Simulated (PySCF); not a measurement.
PySCF input (PBE/STO-3G):

```python
import numpy as np, basis_set_exchange as bse
from pyscf import gto, scf, dft, df, tdscf

basis = {'C': gto.basis.parse(bse.get_basis('STO-3G', elements=['C'], fmt='nwchem')), 'Cl': gto.basis.parse(bse.get_basis('STO-3G', elements=['Cl'], fmt='nwchem')), 'H': gto.basis.parse(bse.get_basis('STO-3G', elements=['H'], fmt='nwchem'))}
mol = gto.M(
    atom='''
    C     0.00819413    0.01326082   -1.13371283
    Cl   -0.00477402   -0.00772595    0.66051769
    H     0.01747178    1.04777215   -1.46340501
    H     0.89974992   -0.50396843   -1.47517859
    H    -0.88522815   -0.49202752   -1.48794019
    ''',
    basis=basis,
    charge=0,
    verbose=4,
    max_memory=7359,
)
mf = dft.RKS(mol, xc='pbe')
mf.grids.level = 3
mf.conv_tol = 1e-9
mf.max_cycle = 100
print('smallest overlap eigenvalue', np.linalg.eigvalsh(mol.intor('int1e_ovlp'))[0])
mf.kernel()
dip = mf.dip_moment()
td = tdscf.TDA(mf)
td.nstates = 4
td.kernel()
td.analyze()
osc = td.oscillator_strength()
```

Output:

```
PySCF version 2.14.0

[INPUT] verbose = 4
[INPUT] num. atoms = 5
[INPUT] num. electrons = 26
[INPUT] charge = 0
[INPUT] spin (= nelec alpha-beta = 2S) = 0
[INPUT] symmetry False subgroup None
[INPUT] Mole.unit = angstrom
[INPUT] Symbol           X                Y                Z      unit          X                Y                Z       unit  Magmom
[INPUT]  1 C      0.008194130000   0.013260820000  -1.133712830000 AA    0.015484661529   0.025059317987  -2.142406752606 Bohr   0.0
[INPUT]  2 Cl    -0.004774020000  -0.007725950000   0.660517690000 AA   -0.009021590313  -0.014599929552   1.248197534530 Bohr   0.0
[INPUT]  3 H      0.017471780000   1.047772150000  -1.463405010000 AA    0.033016879109   1.980002404447  -2.765434678216 Bohr   0.0
[INPUT]  4 H      0.899749920000  -0.503968430000  -1.475178590000 AA    1.700280929399  -0.952362308127  -2.787683519922 Bohr   0.0
[INPUT]  5 H     -0.885228150000  -0.492027520000  -1.487940190000 AA   -1.672838761255  -0.929797258549  -2.811799448833 Bohr   0.0

nuclear repulsion = 51.1205397543401
number of shells = 11
number of NR pGTOs = 51
number of NR cGTOs = 17
basis = {'C': [[0, [71.61683735, 0.1543289673], [13.04509632, 0.5353281423], [3.53051216, 0.4446345422]], [0, [2.941249355, -0.09996722919], [0.6834830964, 0.3995128261], [0.2222899159, 0.7001154689]], [1, [2.941249355, 0.155916275], [0.6834830964, 0.6076837186], [0.2222899159, 0.3919573931]]], 'Cl': [[0, [601.3456136, 0.1543289673], [109.5358542, 0.5353281423], [29.64467686, 0.4446345422]], [0, [38.96041889, -0.09996722919], [9.053563477, 0.3995128261], [2.944499834, 0.7001154689]], [0, [2.129386495, -0.219620369], [0.5940934274, 0.2255954336], [0.232524141, 0.900398426]], [1, [38.96041889, 0.155916275], [9.053563477, 0.6076837186], [2.944499834, 0.3919573931]], [1, [2.129386495, 0.01058760429], [0.5940934274, 0.5951670053], [0.232524141, 0.462001012]]], 'H': [[0, [3.425250914, 0.1543289673], [0.6239137298, 0.5353281423], [0.168855404, 0.4446345422]]]}
ecp = {}
smallest overlap eigenvalue 0.2341926864968257

******** <class 'pyscf.dft.rks.RKS'> ********
method = RKS
initial guess = minao
damping factor = 0
level_shift factor = 0
DIIS = <class 'pyscf.scf.diis.CDIIS'>
diis_start_cycle = 1
diis_space = 8
diis_damp = 0
SCF conv_tol = 1e-09
SCF conv_tol_grad = None
SCF max_cycles = 100
direct_scf = True
direct_scf_tol = 1e-13
XC library pyscf.dft.libxc version 7.1.2
    S. Lehtola, C. Steigemann, M. J. T. Oliveira, and M. A. L. Marques,  SoftwareX 7, 1–5 (2018)
XC functionals = pbe
    J. P. Perdew, K. Burke, and M. Ernzerhof,  Phys. Rev. Lett. 77, 3865 (1996)
    J. P. Perdew, K. Burke, and M. Ernzerhof,  Phys. Rev. Lett. 78, 1396 (1997)
    J. P. Perdew, K. Burke, and M. Ernzerhof,  Phys. Rev. Lett. 77, 3865 (1996)
    J. P. Perdew, K. Burke, and M. Ernzerhof,  Phys. Rev. Lett. 78, 1396 (1997)
radial grids:
    Treutler-Ahlrichs [JCP 102, 346 (1995); DOI:10.1063/1.469408] (M4) radial grids

becke partition: Becke, JCP 88, 2547 (1988); DOI:10.1063/1.454033
pruning grids: <function nwchem_prune>
grids dens level: 3
symmetrized grids: False
atomic radii adjust function: <function treutler_atomic_radii_adjust>
small_rho_cutoff = 0
Set gradient conv threshold to 3.16228e-05
Initial guess from minao.
tot grids = 62424
init E= -494.025718565718
  HOMO = -0.323872555369484  LUMO = 0.0359041258707407  gap/eV = 9.79002
cycle= 1 E= -494.33869611127  delta_E= -0.313  |g|= 0.164  |ddm|= 2.49
  HOMO = -0.150429939748655  LUMO = 0.103347163875974  gap/eV = 6.90563
cycle= 2 E= -494.337021163252  delta_E= 0.00167  |g|= 0.206  |ddm|= 0.766
  HOMO = -0.178427553397009  LUMO = 0.115070255583888  gap/eV = 7.98648
cycle= 3 E= -494.354019520189  delta_E= -0.017  |g|= 0.0318  |ddm|= 0.373
  HOMO = -0.185950342673417  LUMO = 0.106485971162792  gap/eV = 7.95760
cycle= 4 E= -494.354365756116  delta_E= -0.000346  |g|= 0.000551  |ddm|= 0.0497
  HOMO = -0.185921209057781  LUMO = 0.106480673504129  gap/eV = 7.95666
cycle= 5 E= -494.354365893307  delta_E= -1.37e-07  |g|= 8.06e-05  |ddm|= 0.00118
  HOMO = -0.1859491913236  LUMO = 0.106455974649105  gap/eV = 7.95675
cycle= 6 E= -494.35436589697  delta_E= -3.66e-09  |g|= 3.89e-06  |ddm|= 0.000173
  HOMO = -0.185948990159039  LUMO = 0.106456391554577  gap/eV = 7.95676
cycle= 7 E= -494.354365896979  delta_E= -8.41e-12  |g|= 1.8e-07  |ddm|= 1.14e-05
  HOMO = -0.185949053117929  LUMO = 0.106456336849152  gap/eV = 7.95676
Extra cycle  E= -494.354365896979  delta_E=    0  |g|= 5.92e-08  |ddm|= 6.04e-07
converged SCF energy = -494.354365896979
Dipole moment(X, Y, Z, Debye):  0.01478,  0.02391, -2.04418

******** <class 'pyscf.tdscf.rks.TDA'> for <class 'pyscf.dft.rks.RKS'> ********
nstates = 4 singlet
deg_eia_thresh = 1.000e-03
wfnsym = None
conv_tol = 1e-05
eigh lindep = 1e-12
eigh level_shift = 0
eigh max_cycle = 100
chkfile = tmp9lri8wr4

Excitation energies (eV)
[ 8.60640746  8.60641101 13.55759575 13.55759839]

** Singlet excitation energies and oscillator strengths **
Excited State   1:      8.60641 eV    144.06 nm  f=0.0080
      13 -> 14        0.70684
Excited State   2:      8.60641 eV    144.06 nm  f=0.0080
      12 -> 14        0.70684
Excited State   3:     13.55760 eV     91.45 nm  f=0.0007
      10 -> 14        0.70277
Excited State   4:     13.55760 eV     91.45 nm  f=0.0007
       9 -> 14        0.70277

** Transition electric dipole moments (AU) **
state          X           Y           Z        Dip. S.      Osc.
  1         0.0090     -0.1947     -0.0022      0.0380      0.0080
  2        -0.1947     -0.0090     -0.0015      0.0380      0.0080
  3        -0.0074      0.0462      0.0005      0.0022      0.0007
  4         0.0463      0.0074      0.0004      0.0022      0.0007

** Transition velocity dipole moments (imaginary part, AU) **
state          X           Y           Z        Dip. S.      Osc.
  1        -0.0009      0.0190      0.0002      0.0004      0.0008
  2         0.0190      0.0009      0.0001      0.0004      0.0008
  3         0.0052     -0.0322     -0.0003      0.0011      0.0014
  4        -0.0322     -0.0052     -0.0003      0.0011      0.0014

** Transition magnetic dipole moments (imaginary part, AU) **
state          X           Y           Z
  1        -0.4318     -0.0200     -0.0034
  2        -0.0200      0.4318      0.0049
  3        -0.7635     -0.1227     -0.0070
  4        -0.1228      0.7635      0.0080
```
